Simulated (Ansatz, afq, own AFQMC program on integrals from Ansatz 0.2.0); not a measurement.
Where AFQMC and coupled cluster stand for HBrO, triplet

```xyz
3

Br    0.0000    0.0000   -1.5079
H     0.0000    0.0000   -0.0873
O     0.0000    0.0000    1.5951
```

Connectivity, by distances: BrH ··· O.

Basis cc-pVTZ. Noble-gas cores (and the filled d shells of Ga–Kr and In–Xe) are frozen. Ansatz 0.2.0 and our own AFQMC program on the same integrals; the CISD trial comes from CCSD amplitudes, and released means the phaseless constraint is let go. Uncertainties: one standard error, sampling alone. No spin–orbit coupling.

Determinant: UHF, the one that the program's search chose, which needn't be the lowest solution. The geometry is a point of a scan.

No full CI on the walks' own integrals is used here; CCSDT(Q) serves as the reference and is uncertain by about the last step of the cluster series.

Cautions: no relativity below Rb; no spin-orbit coupling; inner d shell frozen; lower spins were not checked; the ph-AFQMC/CISD walk drifts between its halves (2.1 errors).

```
T1 diagnostic                               : 0.0084
weight of the determinant in the CISD state : 0.889
⟨S²⟩ of the determinant                     : 2.009
size of the correlated space                : 14 electrons in 72 orbitals
```

Reference: CCSDT(Q), correlation energy -9.996 eV. The released energy is read at 2.40 1/Eh (meV from the phaseless value at times in 1/Eh: -8 ± 3 at 0.24, -17 ± 5 at 0.51, -18 ± 5 at 0.99, -12 ± 5 at 1.62, -14 ± 6 at 2.40).

```tsv
level	E − E(reference) (kcal/mol)	share of correlation (%)
HF	230.51	0.00
MP2	28.38	87.69
CCSD	7.14	96.90
CCSD(T)	0.75	99.68
CCSDT	0.21	99.91
ph-AFQMC/HF	1.01 ± 0.67	99.56
ph-AFQMC/CISD	0.35 ± 0.11	99.85
released AFQMC	0.03 ± 0.15	99.99
```

A walk keeps the symmetry of its determinant, which the program's search chose and which needn't be the lowest solution, so a lower state of the same spin and another symmetry isn't excluded. Released energies are given only where the last usable release times agree within the noise; a slower fall can still hide under it.
